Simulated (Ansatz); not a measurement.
# UCCSD/def2-SVPD run of AlNH3S (SMILES [NH2][Al][SH])

What is the energy change on altering one bond length of AlNH3S at UCCSD/def2-SVPD? 

The results are computed with Ansatz 0.2.0.

59 further runs of the same task are left out: 59 set aside as unsound or not needed. Runs told in other sessions of the task aren't counted.

## Step 1: Starting point

The species is AlNH3S (6 atoms), meant as a doublet with charge 0. As SMILES, `[NH2][Al][SH]`. Geometry: relaxed at PBE0-D4/def2-TZVP. This is one conformer, not always the lowest.

Bond lengths: N1–Al2 1.770 Å, Al2–S3 2.208 Å, N1–H4 1.009 Å, N1–H5 1.007 Å, S3–H6 1.343 Å. Angles: N1–Al2–S3 115.8°, Al2–N1–H4 125.1°, Al2–N1–H5 124.5°, Al2–S3–H6 93.4°, H4–N1–H5 110.4°.

## Step 2: A single-point energy at UCCSD/def2-SVPD

Input file in.yaml:

```yaml
basis:
  gaussian:
    orbitals: def2-SVPD
crystal:
  periodic: [false, false, false]
  atoms:
    - {symbol: "N", position_ang: [-0.909500, 0.196700, -0.977100]}
    - {symbol: Al, position_ang: [0.142900, -0.793800, 0.045400]}
    - {symbol: S, position_ang: [1.372100, 0.308200, 1.511800]}
    - {symbol: H, position_ang: [-0.980700, 1.201900, -0.933300]}
    - {symbol: H, position_ang: [-1.523300, -0.168400, -1.686700]}
    - {symbol: H, position_ang: [1.940700, -0.808600, 1.993700]}
magnetization:
  spin_polarized: true
  initial_magnetization: 1
accuracy: high
scf:
  omitted_lower_state_checks: [cluster_reference, increment]
correlation:
  method: ccsd
  frozen_orbitals: {Al: 5, H: 0, "N": 1, S: 5}
```

Command:

```
$ ansatz run in.yaml --threads 1 --pin off --max-ram 2610MiB --events-out events.jsonl --progress --plain --runs-dir runs
```

The log of the run, cut to the lines that bear on the results:

```text
Warning: RAYON_NUM_THREADS=1 ignored (pool sized by the plan → 1); use --threads N
Functional definition: HF
  name "HF"
[...]
1837 factors; integrals over basis functions are off by at most 4.0e-9 eV
[...]
mean field -18924.73228582 eV, -695.4710838598 hartree, gradient 1.8e-8 eV, S^2 0.753558; 0 other end points of the search recorded, 0 dependent functions left out
11 core orbitals not correlated: weight in the atoms' cores, before any rotation towards them, 1.000 or more for the frozen orbitals, at most 0.000 for the correlated occupied ones
reference -18924.73228582 eV, -695.4710838598 hartree; 9, 8 occupied and 75, 76 virtual orbitals, 1837 factors
second order -10.14503800 eV of doubles, -0.00000000 eV of singles
cycle   1  -10.65431448 eV  change   -5.1e-1 eV  update   7.7e-2
[...]
cycle  23  -10.98113234 eV  change  -7.9e-11 eV  update   1.2e-9
Total energy: -18935.71341817 eV, -695.8746330301 hartree
Checks for a lower state left out: cluster_reference, increment
```

It took 57 s on 1 thread of Arm Neoverse N1, shared host; peak memory 1 GiB.

## Step 3: The distorted shape

Input file in.yaml:

```yaml
crystal:
  periodic: [false, false, false]
  atoms:
    - {symbol: N, position_ang: [-2.172397, 1.385316, -2.204116]}
    - {symbol: Al, position_ang: [0.142900, -0.793800, 0.045400]}
    - {symbol: S, position_ang: [1.372100, 0.308200, 1.511800]}
    - {symbol: H, position_ang: [-2.243597, 2.390516, -2.160316]}
    - {symbol: H, position_ang: [-2.786197, 1.020216, -2.913716]}
    - {symbol: H, position_ang: [1.940700, -0.808600, 1.993700]}
basis:
  gaussian:
    orbitals: def2-SVPD
magnetization:
  spin_polarized: true
  initial_magnetization: 1
correlation:
  method: ccsd
  frozen_orbitals: {Al: 5, H: 0, "N": 1, S: 5}
accuracy: high
scf:
  omitted_lower_state_checks: [cluster_reference, increment]
```

Command:

```
$ ansatz run in.yaml --threads 1 --pin off --max-ram 2610MiB --events-out events.jsonl --progress --plain --runs-dir runs
```

The log of the run, cut to the lines that bear on the results:

```text
Warning: RAYON_NUM_THREADS=1 ignored (pool sized by the plan → 1); use --threads N
[... 2 set-up lines as earlier in the session ...]
[...]
1807 factors; integrals over basis functions are off by at most 3.9e-9 eV
[...]
mean field -18922.34073066 eV, -695.3831958284 hartree, gradient 4.9e-8 eV, S^2 0.766137; 8 other end points of the search recorded, 0 dependent functions left out
11 core orbitals not correlated: weight in the atoms' cores, before any rotation towards them, 1.000 or more for the frozen orbitals, at most 0.000 for the correlated occupied ones
reference -18922.34073066 eV, -695.3831958284 hartree; 9, 8 occupied and 75, 76 virtual orbitals, 1807 factors
second order -9.34734045 eV of doubles, -0.00000000 eV of singles
cycle   1  -10.23657818 eV  change   -8.9e-1 eV  update   8.6e-2
[...]
cycle  30  -10.64880673 eV  change  -5.3e-11 eV  update   1.4e-9
Total energy: -18932.98953739 eV, -695.7745322578 hartree
Checks for a lower state left out: cluster_reference, increment
```

Wall time 89 s (1 thread of Arm Neoverse N1, shared host); peak memory 1 GiB.

## Step 4: Results

At UCCSD/def2-SVPD, 11 core orbitals frozen:

```
                                                          quantity          value
                                         first shape: total energy  -695.87463 Eh
         first shape: correlation energy (11 core orbitals frozen)     -403.5 mEh
                    first shape: ⟨S²⟩ of the reference determinant          0.754
                                        first shape: T1 diagnostic          0.015
                                     distorted shape: total energy  -695.77453 Eh
     distorted shape: correlation energy (11 core orbitals frozen)     -391.3 mEh
                distorted shape: ⟨S²⟩ of the reference determinant          0.766
                                    distorted shape: T1 diagnostic          0.016
energy change with the N1–Al2 bond stretched from 1.770 to 3.895 Å       2.724 eV
```

With the N1–Al2 bond stretched from 1.770 to 3.895 Å the energy rises by 2.72 eV (63 kcal/mol). The first shape isn't relaxed at this level, so the change isn't measured from a minimum.
